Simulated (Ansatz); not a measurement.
# F2H3Si: the cost of one run

Program: Ansatz 0.2.0. Level of theory: UKS PBE/def2-SVP. These are calculated values, not measurements.

## 1. The system as given

Bond lengths: Si1–F2 1.840 Å, Si1–H3 1.460 Å, Si1–H4 1.459 Å, Si1–H5 1.459 Å. Angles: F2–Si1–H3 109.5°, F2–Si1–H4 109.5°, F2–Si1–H5 109.5°, H3–Si1–H4 109.5°, H3–Si1–H5 109.5°, H4–Si1–H5 109.5°.

Coordinates:

```xyz
6

Si    0.0000    0.0000    0.0000
F     0.0000    0.0000    1.8400
H     1.3768    0.0000   -0.4862
H    -0.6877    1.1914   -0.4862
H    -0.6877   -1.1914   -0.4862
F     0.0000    0.0000    3.2800
```

## 2. A restrained relaxation towards end A

Springs on the bonds that form and break draw the guess towards this end; the thresholds are loose.

Input file input.yaml:

```yaml
crystal:
  periodic: [false, false, false]
  atoms:
    - { symbol: Si, position_ang: [0.0, 0.0, 0.0] }
    - { symbol: F, position_ang: [0.0, 0.0, 1.84] }
    - { symbol: H, position_ang: [1.3768, 0.0, -0.4862] }
    - { symbol: H, position_ang: [-0.6877, 1.1914, -0.4862] }
    - { symbol: H, position_ang: [-0.6877, -1.1914, -0.4862] }
    - { symbol: F, position_ang: [0.0, 0.0, 3.28] }
magnetization:
  spin_polarized: true
  initial_magnetization: 1
basis:
  gaussian: { orbitals: def2-SVP }
hamiltonian:
  xc: pbe
relax:
  f_tol: 0.15
  max_steps: 25
  restrain:
    - { distance: [1, 5], at: 2.34, k: 30.0 }
    - { distance: [0, 1], at: 1.59, k: 30.0 }
output:
  orbitals: {}
```

Started as:

```bash
ansatz run input.yaml --threads 1 --pin off --max-ram 2048MiB --backend cpu --events-out ev --progress --plain --runs-dir out
```

What time and memory should one allow on 1 thread of Arm Neoverse V2, shared host?

About 25 s, with a peak of 0.13 GiB.
